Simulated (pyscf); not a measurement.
Four-centre exchange: H₃C–SiH(Cl)–Cl + hydrogen chloride (HCl) → H₃C–SiH(Cl)–Cl + hydrogen chloride (HCl)

Gas phase, singlet surface, charge 0. Bonds broken: C1–H5, Cl9–H10. Bonds formed: C1–H10, H5–Cl9. PySCF, gas phase, ωB97X-D3(BJ)/def2-SVP geometries.

Transition state (Å):

```xyz
10

C     -0.0270     0.4945    -0.2420
Si    -1.4402    -0.4817    -1.0277
Cl    -1.4704    -2.3494    -0.2096
Cl    -3.1898     0.4974    -0.6553
H     -0.5858     0.3368     0.8943
H     -0.0495     1.4933    -0.7033
H      0.8926    -0.0701    -0.4578
H     -1.2156    -0.5740    -2.4840
Cl    -0.3563     0.7437     2.6272
H      0.2911     0.8703     0.9409
```

One imaginary mode, 2017i cm⁻¹; descent along it reached the two sides named.

```
bond     change  reactant side (Å)  saddle  product side
-------  ------  -----------------  ------  ------------
C1–H5    breaks              1.099   1.276           3.5
Cl9–H10  breaks              1.283   1.811           2.9
C1–H10    forms                4.1   1.281         1.101
H5–Cl9    forms                2.9   1.795         1.288
```

Electronic energies relative to the separated reactants (kJ/mol):

```tsv
level	barrier	reaction energy	reverse barrier
ωB97X-D3(BJ)/def2-TZVP	260.6	0.0	260.6
PBE/def2-TZVP	220.7	0.0	220.7
r²SCAN/def2-TZVP	232.4	0.0	232.4
B3LYP-D3(BJ)/def2-TZVP	246.5	0.0	246.5
PBE0-D3(BJ)/def2-TZVP	234.3	0.0	234.3
M06-2X/def2-TZVP	257.4	0.0	257.4
ωB97M-D3(BJ)/def2-TZVP	257.3	0.0	257.3
HF/def2-TZVP	342.0	0.0	342.0
```

With ωB97M-D3(BJ)/def2-TZVP energies and thermal terms (ideal gas, 1 atm, RRHO with modes under 100 cm⁻¹ raised to 100, one conformer, R ln 2 for chiral ones without a mode under 150 cm⁻¹), in kJ/mol:

```tsv
T (K)	ΔH‡	ΔG‡	ΔH	ΔG
298	246.3	288.1	0.0	0.0
600	247.0	330.3	0.0	0.0
900	249.3	371.5	0.0	0.0
1200	252.0	411.9	0.0	0.0
```

The same reactants have a lower exit, to H₃C–Si(Cl)(Cl)–Cl + H₂ (barrier +153.5 kJ/mol at ωB97M-D3(BJ)/def2-TZVP, against +257.3 kJ/mol here). Another saddle between the same species, by other bonds, lies lower (148.1 kJ/mol against 257.3 kJ/mol at ωB97M-D3(BJ)/def2-TZVP).
